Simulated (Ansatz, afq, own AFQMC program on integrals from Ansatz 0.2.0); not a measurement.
# CH4, triplet in cc-pVTZ, levels against CCSDT(Q)

```xyz
5

H    -1.9648    0.0000    0.0000
H    -1.1358    0.0000    0.0000
C     0.1632    0.0000    0.0000
H     0.5777    0.0000    0.9962
H     0.5777    0.0000   -0.9962
```

Basis cc-pVTZ. Noble-gas cores (and the filled d shells of Ga–Kr and In–Xe) are frozen. Ansatz 0.2.0 and our own AFQMC program on the same integrals; the CISD trial comes from CCSD amplitudes, and released means the phaseless constraint is let go. Error bars are statistical, one sigma.

Determinant: UHF, the one that the program's search chose, which needn't be the lowest solution. The geometry is a point of a scan.

No full CI on the walks' own integrals is used here; CCSDT(Q) serves as the reference and is uncertain by about the last step of the cluster series.

Cautions: lower spins were not checked; the ph-AFQMC/CISD walk drifts between its halves (2.2 errors).

- T1 diagnostic: 0.0148
- weight of the determinant in the CISD state: 0.925
- ⟨S²⟩ of the determinant: 2.041
- size of the correlated space: 8 electrons in 85 orbitals

Reference: CCSDT(Q), correlation energy -5.353 eV. The released energy is read at 2.40 1/Eh (meV from the phaseless value at times in 1/Eh: 0.4 ± 2.1 at 0.24, -2.8 ± 2.0 at 0.51, -2 ± 3 at 0.99, -6 ± 3 at 1.62, -3 ± 3 at 2.40).

```csv
level,E − E(reference) (kcal/mol),share of correlation (%)
HF,123.44,0.00
MP2,20.09,83.72
CCSD,3.74,96.97
CCSD(T),0.49,99.60
CCSDT,0.09,99.93
ph-AFQMC/CISD,0.04 ± 0.06,99.97
released AFQMC,-0.03 ± 0.07,100.02
```

A walk keeps the symmetry of its determinant, which the program's search chose and which needn't be the lowest solution, so a lower state of the same spin and another symmetry isn't excluded. Released energies are given only where the last usable release times agree within the noise; a slower fall can still hide under it.
